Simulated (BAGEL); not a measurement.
# B3LYP/6-31G(d) (density fitting with qzvpp-jkfit, spherical functions) run of C2H4F2O (SMILES FCOCF)

What is the energy change on altering one bond length of C2H4F2O at B3LYP/6-31G* (density fitting with qzvpp-jkfit, spherical functions)? 

The calculation is run with BAGEL 1.2.2.

1 further run of the same task is left out (it didn't finish).

### Step 1. Starting point

The species is C2H4F2O (9 atoms), meant as a singlet with charge 0. SMILES: `FCOCF`. Geometry: relaxed at PBE0-D4/def2-TZVP. This is one conformer, not always the lowest.

Bond lengths: F1–C2 1.375 Å, C2–O3 1.381 Å, O3–C4 1.381 Å, C4–F5 1.375 Å, C2–H6 1.094 Å, C2–H7 1.090 Å, C4–H8 1.094 Å, C4–H9 1.090 Å. Some angles: F1–C2–O3 110.4°, C2–O3–C4 114.8°, O3–C4–F5 110.4°, F1–C2–H6 107.3°, F1–C2–H7 108.3°, O3–C2–H6 111.9°, O3–C2–H7 107.0°, O3–C4–H8 111.9°, O3–C4–H9 107.0°, F5–C4–H8 107.3°.

### Step 2. The energy at B3LYP/6-31G(d) (density fitting with qzvpp-jkfit, spherical functions)

The input, job.json:

```json
{ "bagel": [

{
  "title": "molecule",
  "basis": "6-31gs.json",
  "df_basis": "qzvpp-jkfit",
  "angstrom": true,
  "geometry": [
    { "atom": "F", "xyz": [       1.150500,      -1.073900,      -1.107000 ] },
    { "atom": "C", "xyz": [       0.920600,       0.217600,      -0.694100 ] },
    { "atom": "O", "xyz": [      -0.432800,       0.435200,      -0.525300 ] },
    { "atom": "C", "xyz": [      -0.977300,      -0.151800,       0.599900 ] },
    { "atom": "F", "xyz": [      -0.601400,       0.536800,       1.729500 ] },
    { "atom": "H", "xyz": [       1.477000,       0.366000,       0.236200 ] },
    { "atom": "H", "xyz": [       1.255700,       0.893500,      -1.480700 ] },
    { "atom": "H", "xyz": [      -0.643100,      -1.186400,       0.722800 ] },
    { "atom": "H", "xyz": [      -2.060700,      -0.083300,       0.501700 ] }
  ]
},

{ "title": "ks", "xc_func": "b3lyp" },

{ "title": "print", "file": "orbitals.molden", "orbitals": true }

]}
```

The basis set 6-31G* is read from a file made from the Basis Set Exchange's data (not shown).

The run is started by

```console
$ BAGEL_NUM_THREADS=1 BAGEL job.json > job.out
```

What it wrote:

```text
* using 1 threads per process

  ===============================================================
  ===============================================================

  *** Geometry ***

  { "atom" : "F", "xyz" : [      2.174130,     -2.029377,     -2.091927 ] },
  { "atom" : "C", "xyz" : [      1.739682,      0.411204,     -1.311659 ] },
  { "atom" : "O", "xyz" : [     -0.817873,      0.822409,     -0.992673 ] },
  { "atom" : "C", "xyz" : [     -1.846829,     -0.286860,      1.133647 ] },
  { "atom" : "F", "xyz" : [     -1.136481,      1.014405,      3.268281 ] },
  { "atom" : "H", "xyz" : [      2.791125,      0.691640,      0.446353 ] },
  { "atom" : "H", "xyz" : [      2.372929,      1.688470,     -2.798117 ] },
  { "atom" : "H", "xyz" : [     -1.215283,     -2.241971,      1.365894 ] },
  { "atom" : "H", "xyz" : [     -3.894159,     -0.157414,      0.948076 ] },

  Number of auxiliary basis functions:      453

  Since a DF basis is specified, we compute 2- and 3-index integrals:
    o Being stored without compression. Storage requirement is 0.022 GB

  Number of basis functions:       78
  Number of electrons      :       42

    * METHOD: MOLECULE                             0.17

  *** Kohn-Sham DFT ***

    * Removing 17434 points whose weight is below 1.00e-10
    * Grid points: 116720

  === Nuclear Repulsion ===
   193.0903871384

       - DIIS with orbital gradients will be used.

  === KS iteration (b3lyp / 6-31gs.json) ===
      0       -322.72467492          0.14021706           0.32
      1       -306.22944650          0.18571318           0.31
      2       -327.48443330          0.17328372           0.31
      3       -351.81440434          0.05732283           0.29
      4       -352.67691553          0.04345542           0.30
      5       -353.42180519          0.01306626           0.30
      6       -353.46362789          0.00866083           0.30
      7       -353.49478596          0.00203760           0.31
      8       -353.49617687          0.00042089           0.30
      9       -353.49624187          0.00006660           0.30
     10       -353.49624374          0.00000928           0.30
     11       -353.49624377          0.00000387           0.30
     12       -353.49624377          0.00000179           0.30
     13       -353.49624378          0.00000053           0.30
     14       -353.49624378          0.00000013           0.30
     15       -353.49624378          0.00000002           0.30
     16       -353.49624378          0.00000001           0.29
    * SCF iteration converged.

    * Permanent dipole moment:
           (    0.004478,    -0.004823,     0.005934) a.u.

    * METHOD: KS                                   5.68

    * METHOD: PRINT                                0.01

  ===============================================================
```

Run time: 6.3 s. Hardware: 1 thread of Arm Neoverse V2, shared host; peak memory 0.43 GiB.

### Step 3. The distorted shape

The input, job.json:

```json
{ "bagel": [

{
  "title": "molecule",
  "basis": "6-31gs.json",
  "df_basis": "qzvpp-jkfit",
  "angstrom": true,
  "geometry": [
    { "atom": "F", "xyz": [       1.692206,      -1.108150,      -1.057899 ] },
    { "atom": "C", "xyz": [       1.462306,       0.183350,      -0.644999 ] },
    { "atom": "O", "xyz": [       0.108906,       0.400950,      -0.476199 ] },
    { "atom": "C", "xyz": [      -0.435594,      -0.186050,       0.649001 ] },
    { "atom": "F", "xyz": [      -0.059694,       0.502550,       1.778601 ] },
    { "atom": "H", "xyz": [       2.018706,       0.331750,       0.285301 ] },
    { "atom": "H", "xyz": [       1.797406,       0.859250,      -1.431599 ] },
    { "atom": "H", "xyz": [      -0.101394,      -1.220650,       0.771901 ] },
    { "atom": "H", "xyz": [      -2.060700,      -0.083300,       0.501700 ] }
  ]
},

{ "title": "ks", "xc_func": "b3lyp" },

{ "title": "print", "file": "orbitals.molden", "orbitals": true }

]}
```

The basis set 6-31G* is read from a file made from the Basis Set Exchange's data (not shown).

The run is started by

```console
$ BAGEL_NUM_THREADS=1 BAGEL job.json > job.out
```

What it wrote:

```text
* using 1 threads per process

  ===============================================================
  ===============================================================

  *** Geometry ***

  { "atom" : "F", "xyz" : [      3.197806,     -2.094100,     -1.999139 ] },
  { "atom" : "C", "xyz" : [      2.763358,      0.346481,     -1.218871 ] },
  { "atom" : "O", "xyz" : [      0.205803,      0.757686,     -0.899886 ] },
  { "atom" : "C", "xyz" : [     -0.823153,     -0.351584,      1.226434 ] },
  { "atom" : "F", "xyz" : [     -0.112805,      0.949682,      3.361069 ] },
  { "atom" : "H", "xyz" : [      3.814801,      0.626917,      0.539141 ] },
  { "atom" : "H", "xyz" : [      3.396605,      1.623747,     -2.705330 ] },
  { "atom" : "H", "xyz" : [     -0.191607,     -2.306694,      1.458681 ] },
  { "atom" : "H", "xyz" : [     -3.894159,     -0.157414,      0.948076 ] },

  Number of auxiliary basis functions:      453

  Since a DF basis is specified, we compute 2- and 3-index integrals:
    o Being stored without compression. Storage requirement is 0.022 GB

  Number of basis functions:       78
  Number of electrons      :       42

    * METHOD: MOLECULE                             0.17

  *** Kohn-Sham DFT ***

    * Removing 16797 points whose weight is below 1.00e-10
    * Grid points: 117357

  === Nuclear Repulsion ===
   190.9479884846

       - DIIS with orbital gradients will be used.

  === KS iteration (b3lyp / 6-31gs.json) ===
      0       -322.82520609          0.13962697           0.32
      1       -303.74016510          0.18235185           0.31
      2       -327.25402132          0.17024602           0.31
      3       -348.30793977          0.08720848           0.30
      4       -345.88206408          0.12386883           0.30
      5       -353.07497134          0.02916422           0.31
      6       -353.32120437          0.01525654           0.31
      7       -353.38496434          0.00870472           0.31
      8       -353.42025978          0.00245385           0.31
      9       -353.42232131          0.00103201           0.31
     10       -353.42282158          0.00013868           0.31
     11       -353.42282808          0.00008503           0.31
     12       -353.42283094          0.00002406           0.31
     13       -353.42283113          0.00000966           0.31
     14       -353.42283116          0.00000403           0.31
     15       -353.42283117          0.00000165           0.31
     16       -353.42283117          0.00000064           0.31
     17       -353.42283117          0.00000026           0.30
     18       -353.42283117          0.00000013           0.31
     19       -353.42283117          0.00000004           0.31
     20       -353.42283117          0.00000003           0.30
     21       -353.42283117          0.00000001           0.31
    * SCF iteration converged.

    * Permanent dipole moment:
           (   -0.287239,    -0.019379,    -0.006822) a.u.

    * METHOD: KS                                   7.31

    * METHOD: PRINT                                0.01

  ===============================================================
```

It took 7.8 s on 1 thread of Arm Neoverse V2, shared host; peak memory 0.43 GiB.

### Step 4. Outcome

At B3LYP/6-31G* (density fitting with qzvpp-jkfit, spherical functions):

| quantity | value |
| --- | --- |
| first shape: total energy | -353.49624 Eh |
| first shape: dipole moment | 0.02 D |
| first shape: HOMO energy | -8.77 eV |
| first shape: LUMO energy | 2.49 eV |
| first shape: HOMO–LUMO gap | 11.26 eV |
| distorted shape: total energy | -353.42283 Eh |
| distorted shape: dipole moment | 0.73 D |
| distorted shape: HOMO energy | -8.32 eV |
| distorted shape: LUMO energy | -0.45 eV |
| distorted shape: HOMO–LUMO gap | 7.86 eV |
| energy change with the C4–H9 bond stretched from 1.090 to 1.635 Å | 1.998 eV |

With the C4–H9 bond stretched from 1.090 to 1.635 Å the energy rises by 2.00 eV (46 kcal/mol). The first shape isn't relaxed at this level, so the change isn't measured from a minimum.
